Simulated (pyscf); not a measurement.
Optimised with ωB97X-D3(BJ)/def2-SVP in PySCF.

**Question.** SiH₂ [singlet] + NH₃ → H₂N–SiH: [singlet] + H₂
Surface: singlet. Broken: H–Si, H–N. Formed: N–Si, H–H. Give ΔE‡ and ΔE from ωB97M-D3(BJ)/def2-TZVP, relative to the separated reactants.

**Answer.** ΔE‡ = 15.3 kJ/mol, ΔE = -107.4 kJ/mol. Zero-point energy shifts the barrier by +5.4 kJ/mol. It is a four-centre exchange, with an imaginary mode of 1404i cm⁻¹. On the reactant side the descent ends in an adduct with a N–Si contact, 136.5 kJ/mol under the separated species and 147.4 kJ/mol under the saddle at ωB97X-D3(BJ)/def2-TZVP. What is counted as formed (N–Si) is already present as a longer contact in the reactant adduct; forming that adduct is a step of its own. At the saddle there is also a short H–Si contact that neither side keeps. This is the saddle that the search found; another between the same sides may lie lower.
